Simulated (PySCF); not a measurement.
methyl(trifluoromethyl) sulfide, C₂H₃F₃S, SMILES CSC(F)(F)F, point group Cs.

Level: PBE0/pcSseg-1 in PySCF (density fitting, grid level 2); geometry and Hessian at that level, cubic constants and property derivatives from steps of ±0.6 along each species' dimensionless normal coordinates, second-order vibrational perturbation theory. The parent has the commonest isotopes.

Equilibrium geometry (Å):

```
atom        x        y        z
  C1  -2.2769  -0.2488   1.4427
  S2  -0.5493  -0.7399   1.6662
  C3  -0.0866  -0.8596  -0.0718
  F4  -0.8112  -1.7657  -0.7400
  F5   1.1933  -1.2182  -0.1444
  F6  -0.2325   0.2986  -0.7273
  H7  -2.6894  -0.1337   2.4482
  H8  -2.3479   0.7069   0.9175
  H9  -2.8395  -1.0218   0.9135
```

Task: Give the equilibrium and ground-state rotational constants (MHz) of parent; ²H at 7.

Result: 
```json
{"species": "parent", "Ae": "4402.4", "Be": "2317.4", "Ce": "2085.8", "A0": "4382", "B0": "2297.1", "C0": "2070.2", "Δ0 (u Å²)": "-91.215", "harmonic ZPE (cm⁻¹)": "11716"}
{"species": "²H at 7", "Ae": "4398.5", "Be": "2219.4", "Ce": "2005.2", "A0": "4377.3", "B0": "2200.8", "C0": "1991", "Δ0 (u Å²)": "-91.258", "harmonic ZPE (cm⁻¹)": "11023"}
```

Δ0 = Ic − Ia − Ib from the ground-state constants.

Task: How is the parent's vibrational correction B0 − Be made up?

Result: 
```csv
axis,harmonic,Coriolis,cubic,total (MHz)
a,4.94,-7.67,-17.7,-20.5
b,2.07,-2.28,-20.1,-20.3
c,1.77,-0.991,-16.4,-15.6
```

Task: And its quartic centrifugal distortion constants from the harmonic force field?

Result: Asymmetric top, A reduction, Ir representation: ΔJ = 0.377 kHz, ΔJK = 1.7 kHz, ΔK = -1.24 kHz, δJ = 0.057 kHz, δK = -2.28 kHz.

A mode lies under 250 cm⁻¹, where this perturbation treatment is rough. Internal rotors are held in one well.
